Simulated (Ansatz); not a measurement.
`O[SiH2]S` → `[SH]`• + `O[SiH2]`•  (homolysis of the S–Si bond)

Computed with Ansatz on PBE0-D4/def2-TZVP structures; ΔE is electronic, products minus reactants. CCSD(T)/CBS is the MP2 limit (def2-TZVPP, def2-QZVPP) plus CCSD(T) − MP2 in def2-TZVPP, frozen cores. This one scheme is used for every species. Functionals use def2-TZVPP. B3LYP here is the variant with VWN-RPA as its local correlation; programs differ in this. HSE06 is defined as in plane-wave codes. Open shells (•) are unrestricted, without spin–orbit coupling. Each species was taken in one conformer, which may not be the lowest.

`O[SiH2]S`:

Cartesian coordinates in Å:
```
O -0.820 -1.059 -0.682
Si 0.332 0.081 -0.418
S 0.424 0.743 1.608
H -0.824 -1.821 -0.100
H 1.705 -0.428 -0.664
H -0.019 1.183 -1.337
H -0.799 1.301 1.594
```

`[SH]`•:

Z-matrix (Å, degrees):
```
S
H 1 1.346
```

`O[SiH2]`•:

Z-matrix (Å, degrees):
```
Si
O 1 1.652
H 1 1.497 2 111.2
H 1 1.488 2 105.6 3 119.9
H 2 0.958 1 117.3 3 51.8
```

```
          level  ΔE (kJ/mol)  difference from CCSD(T)/CBS
      revPBE-D4        384.0                        -22.8
      r2SCAN-D4        388.1                        -18.7
         B97M-V        403.1                         -3.7
       B3LYP-D4        383.2                        -23.6
       BHLYP-D4        381.4                        -25.4
   CAM-B3LYP-D4        385.7                        -21.1
        ωB97M-V        409.1                          2.3
         revPBE        368.0                        -38.8
          B3LYP        372.5                        -34.3
          HSE06        389.7                        -17.1
    HF/def2-SVP        288.1                       -118.7
  HF/def2-TZVPP        291.0                       -115.8
CCSD/def2-TZVPP        381.6                        -25.2
  HF/def2-QZVPP        289.9                       -116.9
 MP2/def2-QZVPP        416.4                          9.6
  MP2/CBS(def2)        423.4                         16.6
    CCSD(T)/CBS        406.8                            0
```

Largest T1 diagnostic among the species: 0.015.

In def2-TZVPP, CCSD(T) changes the Hartree–Fock value by +100.1 kJ/mol (the triples alone add +9.6 kJ/mol) and MP2 by +116.8 kJ/mol; breaking electron pairs costs correlation energy, which Hartree–Fock lacks. From BLYP to BHLYP (50 % exact exchange), in def2-TZVPP and without D4, ΔE moves by +9.6 kJ/mol.
